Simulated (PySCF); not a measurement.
Isomers of C4H6N2, mass 82.053 u with the commonest isotopes. Level of theory: PBE0-D3(BJ)/def2-SVP geometry optimisation, gas phase (PySCF). One conformer each, none proved a minimum here; rigid rotors.

**Question.** Order these by rotational constant B, smallest first.
A. `Cn1ccnc1`
B. `[CH2:1]=[CH:2]/[N:3]=[CH:4]\[N:5]=[CH2:6]` with C1–C2–N3–C4 -168°, N3–C4–N5–C6 81°
C. `Cn1cccn1`

**Answer.** B (2225 MHz), A (3635 MHz), C (3756 MHz).

**Question.** Order these by dipole moment, largest first.
A. `CN1C=CN=C1`
B. `Cn1cccn1`
C. `[CH2:1]=[CH:2]/[N:3]=[CH:4]\[N:5]=[CH2:6]` with C1–C2–N3–C4 -168°, N3–C4–N5–C6 81°

**Answer.** A (4.09 D), C (2.72 D), B (2.38 D).

```json
{"SMILES": "Cn1cccn1", "point group": "near Cs", "Ia (u·Å²)": "55.87", "Ib (u·Å²)": "134.56", "Ic (u·Å²)": "187.20", "κ": "-0.67", "μa (D)": "1.34", "μb (D)": "1.97", "μc (D)": "0.01"}
{"SMILES": "C=C/N=C\\N=C", "point group": "C1", "Ia (u·Å²)": "55.04", "Ib (u·Å²)": "227.15", "Ic (u·Å²)": "267.58", "κ": "-0.91", "μa (D)": "1.84", "μb (D)": "1.76", "μc (D)": "0.95"}
{"SMILES": "Cn1ccnc1", "point group": "near Cs", "Ia (u·Å²)": "54.75", "Ib (u·Å²)": "139.04", "Ic (u·Å²)": "190.56", "κ": "-0.70", "μa (D)": "3.96", "μb (D)": "1.04", "μc (D)": "0.00"}
```
